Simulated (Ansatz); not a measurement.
## fcc Ca: elastic constant C12 by level of theory

No measured value is used here.

| level (code) | value (GPa) | cell (Å³/atom) |
|---|---|---|
| LDA (Ansatz) | 16.4 | 38.01 |
| PBE (Ansatz) | 14.9 | 42.18 |
| HSE06 (Ansatz) | 14.2 | 43.69 |

HSE06: hybrids on metals are sensitive to the k mesh. Each level is taken at its own relaxed cell. K meshes differ between the levels. Ansatz's density-functional and Hartree–Fock values are scalar-relativistic unless marked +SOC, with PAW data made under PBE.

Ansatz is a first-principles code.
